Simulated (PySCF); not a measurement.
Ionising SiO

PBE0; basis Si 6-311G(d,p), O 6-311G(d,p); no relativity; PySCF 2.14. Neutral (UKS): singlet (closed shell), Re = 1.515 Å, ωe = 1270 cm⁻¹, De = 7.57 eV, HOMO -8.70 eV, LUMO -1.77 eV.

SiO⁺ (UKS): doublet (σ ↑), Re = 1.524 Å, ωe = 1154 cm⁻¹, De = 4.41 eV to Si⁺ + O. The energies at the minima are -364.53660 hartree for SiO and -364.11840 for SiO⁺.

Problem. Work out the adiabatic ionisation energy, without and with harmonic zero-point energies (1 hartree = 27.2114 eV, 1 eV = 8065.5 cm⁻¹), and the change of the bond length.

Solution. At PBE0: 0.41820 hartree = 11.380 eV between the minima; the zero-point term (1154.0 − 1270.0)/2 cm⁻¹ = -0.007 eV makes it 11.373 eV. Re changes by +0.9 pm against the neutral. Minus the HOMO energy is 8.70 eV, -2.68 eV from the value between the minima; self-interaction puts the Kohn–Sham level too high, less so with exact exchange. The electron leaves a σ orbital, and the small change of length marks it as nearly non-bonding.

For an ion De counts to the pair picked by the measured ionisation energies or electron affinities, which need not be the lowest pair at this level. States were picked by a PBE0 search and need not be the measured ground states.
